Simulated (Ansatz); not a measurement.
# How far each method lies from full CI for PH$_{4}$, doublet

Geometry: a point of a stretch scan, not a stationary point.

```xyz
5

P     0.0776   -0.0379    0.0000
H     0.1935   -0.0379   -1.5147
H    -1.9408    2.3582    0.0000
H    -0.8307   -1.1162    0.0000
H     0.1935   -0.0379    1.5147
```

Basis 6-31G; Ansatz 0.2.0. Correlated methods freeze the noble-gas cores, which leaves 9 electrons in 16 orbitals. Prefix R: restricted or restricted open-shell reference. Active spaces: pair = (3e, 3o) about the gap; valence = (9e, 8o) chosen from the atoms' valence shells.

Full CI is exact within this basis and frozen core; it isn't the basis-set limit.

For open shells CISD is restricted-active-space CI with the open shells as a complete middle space.

- UHF ⟨S²⟩: 0.976
- T1 diagnostic (RCCSD): 0.0168
- largest doubles amplitude (RCCSD): 0.110
- T1 diagnostic (UCCSD): 0.0657

From what is known of these methods and the diagnostics, rank them by the size of their error in total energy against full CI in 6-31G, smallest first (an estimate: the text doesn't fix the numbers).
A. MRCISD+Q (valence space)
B. CASSCF (pair space)
C. NEVPT2 (pair space)
D. RCCSDTQ
E. MRCISD (valence space)

D (0 meV), A (18 meV), E (35 meV), C (620 meV), B (2034 meV).

All errors are against full CI in 6-31G. Within each family the higher level lies nearer, as is usual though not guaranteed.

The full-CI state has the irrep A' of Cs, in the program's axes.

Natural occupations of full CI about the gap: 1.979 1.965 1.944 1.939 1.001 0.085 0.030 0.024 0.014 0.006; effectively unpaired electrons, Σ n²(2−n)², 1.07.
